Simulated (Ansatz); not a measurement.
C₃H₂S (`C#CC=S`), relaxed with RKS PBE-D4/def2-SVP in the Gaussian-basis code of Ansatz from a rough embedded geometry. The force threshold is 0.03 eV/Å; the program also tests the step.

Total charge 0; spin multiplicity 1.

Start:

```xyz
6

C    -0.928    0.824   -0.889
C    -0.198    0.164   -0.243
C     0.646   -0.673    0.556
S     1.214   -0.119    1.920
H    -1.526    1.525   -1.499
H     0.791   -1.721    0.156
```

| step | energy (eV) | largest force (eV/Å) | largest move (Å) |
| --- | --- | --- | --- |
| 1 | -13961.5120 | 5.102 | 0.000 |
| 2 | -13961.5360 | 2.413 | 0.195 |
| 3 | -13961.7388 | 1.267 | 0.169 |
| 4 | -13961.7702 | 0.960 | 0.024 |
| 5 | -13961.8028 | 0.548 | 0.045 |
| 6 | -13961.8066 | 0.167 | 0.016 |
| 7 | -13961.8107 | 0.020 | 0.023 |

End:

```xyz
6

C    -0.933    0.867   -0.938
C    -0.210    0.173   -0.227
C     0.619   -0.654    0.568
S     1.302   -0.204    1.995
H    -1.568    1.492   -1.553
H     0.790   -1.674    0.155
```

Hardware: 2 threads of an Arm Neoverse V2 on a shared host. Wall time 5 s, peak host memory 0.12 GiB.
